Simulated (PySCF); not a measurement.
One molecule, one basis, several functionals.

C6H5F.
Geometry (PBE0-D3(BJ)/def2-SVP, Å), atoms numbered from 1 in this order:
```
atom  x, y, z in Å
F1    -2.235   -1.278   -0.121
C2    -1.117   -0.551   -0.129
C3     0.113   -1.200   -0.154
C4     1.277   -0.433   -0.162
C5     1.207    0.960   -0.146
C6    -0.038    1.588   -0.122
C7    -1.211    0.836   -0.113
H8     0.140   -2.291   -0.166
H9     2.248   -0.933   -0.181
H10    2.122    1.555   -0.153
H11   -0.100    2.679   -0.109
H12   -2.197    1.304   -0.094
```

PySCF, def2-SVPD basis, density fitting, gas phase, PBE0-D3(BJ)/def2-SVP geometry; singlet excitations by full TDDFT with frozen cores, triplets by Tamm–Dancoff TDDFT and ionisation energies by ΔSCF, from the lowest of the holes tried. One functional is left out:

```tsv
functional	exact exchange (%)	HOMO energy (eV)	LUMO energy (eV)	lowest singlet excitation (eV)	lowest triplet excitation (eV)	dipole moment (D)	mean polarisability (au)	vertical ionisation energy (eV)
LDA	0	-6.42	-1.72	5.13	4.43	1.394	69.5	9.44
PBE	0	-6.21	-1.48	5.13	4.20	1.343	69.0	9.17
PBE0	25	-7.26	-0.59	5.42	4.09	1.481	67.3	9.26
BHandHLYP	50	-8.13	0.42	5.60	3.98	1.634	66.5	9.14
```

Task: Predict the row of B3LYP (20 % exact exchange) by straight lines through the other rows, and check it.

Result: 
```json
{"property": "HOMO energy (eV)", "line": "-7.05", "computed": "-7.04", "computed − line": "+0.01", "PBE0 (25 %), for comparison": "-7.26"}
{"property": "LUMO energy (eV)", "line": "-0.79", "computed": "-0.78", "computed − line": "+0.01", "PBE0 (25 %), for comparison": "-0.59"}
{"property": "lowest singlet excitation (eV)", "line": "5.33", "computed": "5.33", "computed − line": "0.00", "PBE0 (25 %), for comparison": "5.42"}
{"property": "lowest triplet excitation (eV)", "line": "4.17", "computed": "4.16", "computed − line": "-0.01", "PBE0 (25 %), for comparison": "4.09"}
{"property": "dipole moment (D)", "line": "1.470", "computed": "1.496", "computed − line": "+0.026", "PBE0 (25 %), for comparison": "1.481"}
{"property": "mean polarisability (au)", "line": "68.0", "computed": "68.0", "computed − line": "0.0", "PBE0 (25 %), for comparison": "67.3"}
{"property": "vertical ionisation energy (eV)", "line": "9.25", "computed": "9.25", "computed − line": "0.00", "PBE0 (25 %), for comparison": "9.26"}
```
